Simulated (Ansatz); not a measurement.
B3H3⁻. The state is a doublet with charge -1. Geometry r2SCAN-D4/def2-TZVPD.

```
atom   x (Å)   y (Å)   z (Å)
  B1  -0.511  -0.342   0.684
  B2   0.559   0.731   0.347
  B3   0.163  -0.109  -0.898
  H4  -1.335  -1.162   0.971
  H5   1.248   1.621   0.769
  H6  -0.124  -0.740  -1.874
```

B3LYP takes the VWN-RPA correlation. At PBE-D4/def2-TZVPD, revPBE-D4/def2-TZVPD, B3LYP-D4/def2-TZVPD the highest occupied level of the charge -1 doublet lies above zero (up to 0.85 eV). By energy differences its removal costs 2.07 eV (vertical, to the charge 0 singlet, at CCSD(T)/def2-TZVPPD). The structure comes from a short search, and lower isomers may exist.

Estimate the α-spin orbital energies around the gap (eV) in Ansatz with PBE-D4/def2-TZVPD, revPBE-D4/def2-TZVPD, B3LYP-D4/def2-TZVPD, PBE0-D4/def2-SVPD, PBE0-D4/def2-TZVPD.


```
orbital  PBE-D4/def2-TZVPD  revPBE-D4/def2-TZVPD  B3LYP-D4/def2-TZVPD  PBE0-D4/def2-SVPD  PBE0-D4/def2-TZVPD
 HOMO−5              -4.96                 -4.93                -6.29              -6.45               -6.59
 HOMO−4              -4.80                 -4.79                -6.14              -6.30               -6.45
 HOMO−3              -3.66                 -3.63                -4.91              -5.02               -5.12
 HOMO−2              -0.32                 -0.28                -1.31              -1.39               -1.51
 HOMO−1              -0.06                  0.01                -0.65              -0.81               -0.90
   HOMO               0.81                  0.85                 0.02              -0.18               -0.26
   LUMO               3.42                  3.35                 3.63               4.66                3.77
 LUMO+1               3.62                  3.55                 3.84               4.88                3.97
 LUMO+2               3.74                  3.66                 3.95               5.11                4.10
 LUMO+3               4.29                  4.36                 4.85               5.32                5.01
 LUMO+4               4.75                  4.80                 5.21               5.93                5.39
 LUMO+5               5.47                  5.46                 5.80               7.07                5.96
 β HOMO               0.08                  0.15                -0.52              -0.65               -0.75
 β LUMO               2.04                  2.15                 2.69               3.10                3.00
```
